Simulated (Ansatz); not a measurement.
## Ansatz (development build ahead of 0.2.0) run

```yaml
crystal:
  periodic: [false, false, false]
  atoms:
    - { symbol: C, position_ang: [0.0, 0.0, -0.61209] }
    - { symbol: C, position_ang: [0.0, 0.0, 0.61209] }
    - { symbol: H, position_ang: [0.0, -0.85665, -1.14109] }
    - { symbol: H, position_ang: [0.0, 0.85665, -1.14109] }
    - { symbol: H, position_ang: [0.0, -0.85665, 1.14109] }
    - { symbol: H, position_ang: [0.0, 0.85665, 1.14109] }
basis:
  gaussian: { orbitals: cc-pVDZ }
hamiltonian:
  xc: hf
```

The input is written out in the form of the current development build from the run's settings.

Results

| Quantity | Value |
| --- | --- |
| Converged | yes |
| Total energy | -78.00535 hartree |
| Spin squared of the determinant | 0.000 |

Caution: no unrestricted run beside it, a lower state can exist.
